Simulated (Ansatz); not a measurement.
Mulliken charges of dimethyl sulfoxide from ωB97M-V/def2-TZVPP in Ansatz (PBE0-D4/def2-TZVP geometry).

```tsv
atom	x (Å)	y (Å)	z (Å)	charge (e)
C1	-0.530	1.020	-0.710	-0.368
S2	0.382	-0.527	-0.813	0.499
C3	0.693	-0.693	0.951	-0.368
O4	-0.599	-1.577	-1.174	-0.565
H5	-0.864	1.255	-1.720	0.144
H6	-1.393	0.883	-0.056	0.135
H7	0.122	1.814	-0.342	0.121
H8	-0.261	-0.704	1.482	0.135
H9	1.328	0.124	1.296	0.121
H10	1.206	-1.645	1.090	0.144
```

Task: By hand: the dipole of these point charges (1 e Å = 4.8032 D).

Result: Σ q r = (0.470, 0.710, 0.386) e Å, of length 0.935 e Å = 4.49 D.

Task: How does the dipole of the full density compare? (Best estimate.)

Result: Ansatz gave: (0.284, 0.639, 0.450) e Å, 3.99 D; the point charges give 1.13 times that, at 12° from its direction.

Point charges leave out the atoms' own dipoles, such as those of lone pairs, and Mulliken's split depends on the basis, so the close match here is no proof of good charges.
